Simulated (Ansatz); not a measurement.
# AlBH (quartet): CAM-B3LYP, wB97X-V, wB97M-V over a scan of the scale of all distances, 6-31G

How well do these functionals follow the top wave-function level for AlBH (quartet) over a scan of the scale of all distances?

Program: Ansatz 0.2.0, Gaussian basis. Level of theory: 6-31G, all electrons in the functionals. These are calculated values, not measurements.

The runs, in order: CAM-B3LYP, wB97X-V, wB97M-V, at 0.871; 1.000; 1.130; 1.277; 1.473; 1.749; 2.007; 2.421.

16 further runs of the same task are left out: 10 that didn't finish, 6 set aside as unsound or not needed. Runs told in other sessions of the task aren't counted.

**1. The geometry**

The geometry derives from a PBE0/def2-TZVP stationary point (not a proven minimum). All distances are scaled together.

3 atoms, charge 0, spin multiplicity 4.

Atoms are counted from 1 here; the program's logs count them from 0.

Bond lengths: B1–Al2 1.941 Å, B1–H3 1.185 Å. Angles: Al2–B1–H3 180.0°.

No dispersion term is added; wB97X-V, wB97M-V hold VV10 nonlocal correlation.

The geometry shown and the zero of energy belong to the point 1.000. The yardstick, FCI, and other wave-function levels (R restricted, U unrestricted, valence and pair active spaces) come from earlier runs.

**2. CAM-B3LYP, 0.871**

in.yaml

```yaml
crystal:
  periodic: [false, false, false]
  atoms:
    - {symbol: B, position_ang: [0.000000, 0.000000, 0.219405]}
    - {symbol: Al, position_ang: [0.000000, 0.000000, -1.471032]}
    - {symbol: H, position_ang: [0.000000, 0.000000, 1.251627]}
basis:
  gaussian: {orbitals: 6-31G}
magnetization: {spin_polarized: true, initial_magnetization: 3}
hamiltonian: {xc: {name: CAM-B3LYP}}
```

Launch:

```
$ ansatz run in.yaml --threads 1 --pin off --events-out ev --progress --plain --max-ram 2393MiB
```

The runs that follow: CAM-B3LYP, 1.000; CAM-B3LYP, 1.130; CAM-B3LYP, 1.277; CAM-B3LYP, 1.473; CAM-B3LYP, 1.749; CAM-B3LYP, 2.007; CAM-B3LYP, 2.421; wB97X-V, 0.871; wB97X-V, 1.000; wB97X-V, 1.130; wB97X-V, 1.277; wB97X-V, 1.473; wB97X-V, 1.749; wB97X-V, 2.007; wB97X-V, 2.421; wB97M-V, 0.871; wB97M-V, 1.000; wB97M-V, 1.130; wB97M-V, 1.277; wB97M-V, 1.473; wB97M-V, 1.749; wB97M-V, 2.007; wB97M-V, 2.421.

Before running them: what should the planned runs give, taken together? Wanted: span of the FCI curve; largest miss, CAM-B3LYP; largest miss, wB97X-V; largest miss, wB97M-V.

The runs gave:

| quantity | value |
| --- | --- |
| span of the FCI curve | 455.2 kJ/mol |
| largest miss, CAM-B3LYP | +65.8 kJ/mol (1.473) |
| largest miss, wB97X-V | +70.3 kJ/mol (1.473) |
| largest miss, wB97M-V | +70.5 kJ/mol (2.421) |

What this shows: Of the functionals, CAM-B3LYP keep the smallest largest miss at the points compared (at most 65.8 kJ/mol) and wB97M-V strays most (70.5 kJ/mol, at 2.421). Functionals and the yardstick converge differently with the basis, so part of each miss in 6-31G is the basis.
